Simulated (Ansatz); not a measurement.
# C₂H₆O: one structure at several levels

One table from this session's results is given with a row withheld; the runs are named, their logs left out.

Method: single points in def2-TZVPP; program: Ansatz 0.2.0, Gaussian basis.

Correlated methods freeze the cores. B3LYP uses VWN-RPA correlation.

**Starting geometry**

9 atoms, charge 0, spin multiplicity 1.

Atoms are counted from 1 here; the program's logs count them from 0.

Bond lengths: C1–O2 1.413 Å, C1–H4 1.082 Å, C1–H5 1.089 Å, C1–H6 1.104 Å, O2–C3 1.398 Å, C3–H7 1.115 Å, C3–H8 1.091 Å, C3–H9 1.098 Å. Angles: O2–C1–H4 111.8°, O2–C1–H5 107.0°, O2–C1–H6 110.8°, H4–C1–H5 109.5°, H4–C1–H6 109.3°, H5–C1–H6 108.5°, C1–O2–C3 113.3°, O2–C3–H7 109.3°, O2–C3–H8 107.9°, O2–C3–H9 112.5°, H7–C3–H8 108.5°, H7–C3–H9 108.3°, H8–C3–H9 110.3°.

Coordinates:

```xyz
9
C2H6O
C    -0.4198    0.8700   -0.6553
O     0.5602   -0.1462   -0.5943
C     0.5026   -0.8998    0.5813
H    -1.4223    0.4628   -0.6333
H    -0.2658    1.4042   -1.5918
H    -0.2981    1.5834    0.1790
H    -0.4789   -1.4265    0.6347
H     1.2952   -1.6476    0.5382
H     0.6111   -0.2811    1.4817
```

Set-up of the first run:

The input, run/in.yaml:

```yaml
crystal:
  periodic: [false, false, false]
  atoms:
    - {symbol: C, position_ang: [-0.419800, 0.870000, -0.655300]}
    - {symbol: O, position_ang: [0.560200, -0.146200, -0.594300]}
    - {symbol: C, position_ang: [0.502600, -0.899800, 0.581300]}
    - {symbol: H, position_ang: [-1.422300, 0.462800, -0.633300]}
    - {symbol: H, position_ang: [-0.265800, 1.404200, -1.591800]}
    - {symbol: H, position_ang: [-0.298100, 1.583400, 0.179000]}
    - {symbol: H, position_ang: [-0.478900, -1.426500, 0.634700]}
    - {symbol: H, position_ang: [1.295200, -1.647600, 0.538200]}
    - {symbol: H, position_ang: [0.611100, -0.281100, 1.481700]}
basis:
  gaussian: {orbitals: def2-TZVPP}
correlation: {method: ccsd_t}
output: {forces: true}
```

The command line of these runs was not kept.

Steps of the session up to this table: CCSD(T)/def2-TZVPP; PBE0-D4/def2-TZVPP; wB97M-V/def2-TZVPP; r2SCAN-D4/def2-TZVPP; PBE-D4/def2-TZVPP; B3LYP-D4/def2-TZVPP; B97M-V/def2-TZVPP.

One table of the session follows, with a row left open; its other results are not shown here.

```
   method  RMS force component (eV/Å)  angle to CCSD(T) forces (°)  dipole (D)
  CCSD(T)                       0.304                    reference        1.24
  PBE0-D4                       0.296                         29.6        1.21
  wB97M-V                       0.288                         12.5        1.22
r2SCAN-D4                       0.287                          9.2        1.15
   PBE-D4                       0.322                         28.4        1.10
 B3LYP-D4                           ?                            ?           ?
   B97M-V                       0.298                         23.0        1.09
```

Q: Estimate the row for B3LYP-D4 from the others.

**Answer.** RMS force component (eV/Å): 0.281; angle to CCSD(T) forces (°): 11.3; dipole (D): 1.21. In the column «RMS force component (eV/Å)» it is the lowest.
